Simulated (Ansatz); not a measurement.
# Structure relaxation of Mg2NCl

Level of theory: DFT PBEsol, scalar-relativistic, plane waves, PAW (Ansatz 0.2.0). Cutoff 420 eV, Γ-centred k mesh, Gaussian smearing, no spin polarisation in the final step.

The start puts Mg2NCl on the sites of a reported LiVS2 cell (P-3m1, No. 164), with N in place of Li, Cl in place of V, Mg in place of S, at a guessed volume.

```yaml
crystal:
  lattice:
    - [3.23795, 0.00000, 0.00000]
    - [-1.61898, 2.80415, 0.00000]
    - [0.00000, 0.00000, 5.87961]
  atoms:
    - { symbol: Mg, position: [0.33333, 0.66667, 0.23500] }
    - { symbol: Mg, position: [0.66667, 0.33333, 0.76500] }
    - { symbol: N, position: [0.00000, 0.00000, 0.50000] }
    - { symbol: Cl, position: [0.00000, 0.00000, 0.00000] }
```

Cell and atoms relax at zero pressure; the relaxation can't lower the symmetry of the start. After a coarse first stage the cell is made exact in the group found at 0.06 Å.

Energies over the elements count from the elements' standard structures at the same level (Cl₂, N₂ as molecules), with no empirical corrections.

(1) Which crystal results?

(2) What are its volume, energy, density and gap?

## Answers

(1) It keeps P-3m1 (No. 164), but not the shape of the type it started on. Conventional cell: a = 3.261 Å, c = 6.287 Å. Mg is coordinated by 3 N at 2.15 Å; N is coordinated by 6 Mg at 2.15 Å; Cl has 6 Mg at 2.82 Å, 2 N at 3.14 Å and 6 Cl at 3.26 Å.

```cif
data_structure
_symmetry_space_group_name_H-M 'P-3m1'
_symmetry_Int_Tables_number 164
_cell_length_a 3.2609
_cell_length_b 3.2609
_cell_length_c 6.2871
_cell_angle_alpha 90.000
_cell_angle_beta 90.000
_cell_angle_gamma 120.000
_cell_volume 57.90
loop_
_atom_site_label
_atom_site_type_symbol
_atom_site_symmetry_multiplicity
_atom_site_Wyckoff_symbol
_atom_site_fract_x
_atom_site_fract_y
_atom_site_fract_z
_atom_site_occupancy
Mg1 Mg 2 d 0.33333 0.66667 0.33487 1
N1 N 1 b 0.00000 0.00000 0.50000 1
Cl1 Cl 1 a 0.00000 0.00000 0.00000 1
```

(2) The volume per atom is 14.47 Å³. The density is 2.81 g/cm³ and the energy over the elements is -1.111 eV/atom. The gap on the 12×12×4 mesh is 1.65 eV.

The final run used a 12×12×4 mesh on its 4-atom cell and 0.02 eV smearing. Symmetry constrained the relaxation, so the result can be a saddle point. The steps took roughly 29 core-seconds in all.

Cost: 3 runs of about 0.48 core-minutes in all, on Arm Neoverse V1 (shared hosts).